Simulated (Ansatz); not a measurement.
Relaxation of AlBH4S (7 atoms, charge 0, multiplicity 1), to a largest force component of 0.02 eV/Å in at most 50 steps.

Method: RKS CAM-B3LYP/STO-3G (Ansatz 0.2.0).

```xyz
7
Properties=species:S:1:pos:R:3
Al -1.075 0.256 -0.347
B 0.778 0.684 0.496
S 1.706 -0.812 0.439
H -1.230 -1.260 -0.790
H -2.321 1.158 -0.630
H 1.362 1.582 0.978
H 0.779 -1.608 -0.145
```

Q: Where does it end, and by what steps?

A: The forces met the threshold. The force dipped under the threshold on the way, but the program's further checks kept it going. Limits of this set-up: minimal basis. After 21 steps the energy has fallen by 0.495 eV; H4 moved furthest, 1.51 Å.

```json
{"step": "0", "energy less start (eV)": "0.0000", "largest force component (eV/Å)": "1.545", "accepted": "yes"}
{"step": "1", "energy less start (eV)": "-0.2767", "largest force component (eV/Å)": "0.937", "accepted": "yes"}
{"step": "2", "energy less start (eV)": "-0.3589", "largest force component (eV/Å)": "0.467", "accepted": "yes"}
{"step": "3", "energy less start (eV)": "-0.3973", "largest force component (eV/Å)": "0.308", "accepted": "yes"}
{"step": "4", "energy less start (eV)": "-0.4069", "largest force component (eV/Å)": "0.131", "accepted": "yes"}
{"step": "5", "energy less start (eV)": "-0.4057", "largest force component (eV/Å)": "0.155", "accepted": "no"}
{"step": "6", "energy less start (eV)": "-0.4095", "largest force component (eV/Å)": "0.029", "accepted": "yes"}
{"step": "7", "energy less start (eV)": "-0.4112", "largest force component (eV/Å)": "0.033", "accepted": "yes"}
{"step": "8", "energy less start (eV)": "-0.4118", "largest force component (eV/Å)": "0.046", "accepted": "yes"}
{"step": "9", "energy less start (eV)": "-0.4121", "largest force component (eV/Å)": "0.290", "accepted": "yes"}
{"step": "10", "energy less start (eV)": "-0.4173", "largest force component (eV/Å)": "0.119", "accepted": "yes"}
{"step": "11", "energy less start (eV)": "-0.4307", "largest force component (eV/Å)": "0.095", "accepted": "yes"}
{"step": "12", "energy less start (eV)": "-0.4393", "largest force component (eV/Å)": "0.373", "accepted": "yes"}
{"step": "13", "energy less start (eV)": "-0.4474", "largest force component (eV/Å)": "0.387", "accepted": "yes"}
{"step": "14", "energy less start (eV)": "-0.4636", "largest force component (eV/Å)": "0.343", "accepted": "yes"}
{"step": "15", "energy less start (eV)": "-0.4774", "largest force component (eV/Å)": "0.307", "accepted": "yes"}
{"step": "16", "energy less start (eV)": "-0.4883", "largest force component (eV/Å)": "0.175", "accepted": "yes"}
{"step": "17", "energy less start (eV)": "-0.4943", "largest force component (eV/Å)": "0.047", "accepted": "yes"}
{"step": "18", "energy less start (eV)": "-0.4950", "largest force component (eV/Å)": "0.048", "accepted": "yes"}
{"step": "19", "energy less start (eV)": "-0.4941", "largest force component (eV/Å)": "0.074", "accepted": "no"}
{"step": "20", "energy less start (eV)": "-0.4952", "largest force component (eV/Å)": "0.014", "accepted": "yes"}
{"step": "21", "energy less start (eV)": "-0.4953", "largest force component (eV/Å)": "0.007", "accepted": "yes"}
```

```xyz
7
Properties=species:S:1:pos:R:3
Al -1.202 0.200 -0.321
B 0.581 0.328 0.598
S 2.047 -0.567 0.311
H -2.266 -0.734 0.172
H -1.521 1.041 -1.520
H 0.719 1.103 1.465
H 1.641 -1.370 -0.705
```

Whether the end is a true minimum wasn't checked by a vibrational analysis.

The run took 15 s on 1 thread of Intel(R) Xeon(R) 6975P-C (Granite Rapids), on a shared host, peak memory 0.13 GiB.
